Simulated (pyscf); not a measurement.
Structures and frequencies: ωB97X-D3(BJ)/def2-SVP in PySCF.

**Question.** Estimate by transition-state theory the rate constant of O=CrH(=O)–F + hydrogen fluoride (HF) → O=Cr(=O)(F)–F + hydrogen (H₂) (singlet surface; Cr–H, F–H broken, Cr–F, H–H formed) at 1200 K, with ωB97M-D3(BJ)/def2-TZVP energies (ideal gas, 1 atm, RRHO with modes under 100 cm⁻¹ raised to 100, one conformer, R ln 2 for chiral ones without a mode under 150 cm⁻¹; no tunnelling).

**Answer.** The electronic barrier is 22.6 kcal/mol and the thermal terms add +42.2, so ΔG‡ = 64.9 kcal/mol. With k_BT/h = 2.50e+13 s⁻¹ and RT = 2.385 kcal/mol, and a volume of 1.64e-19 cm³ per molecule at 1 atm, k = 6.3e-18 cm³ molecule⁻¹ s⁻¹. Wigner's tunnelling factor for 1054i cm⁻¹ would be 1.07. A shift of 1 kcal/mol in the barrier changes k by a factor 1.5. At the saddle there is also a short Cr–H contact that neither side keeps. This is the saddle that the search found; another between the same sides may lie lower.
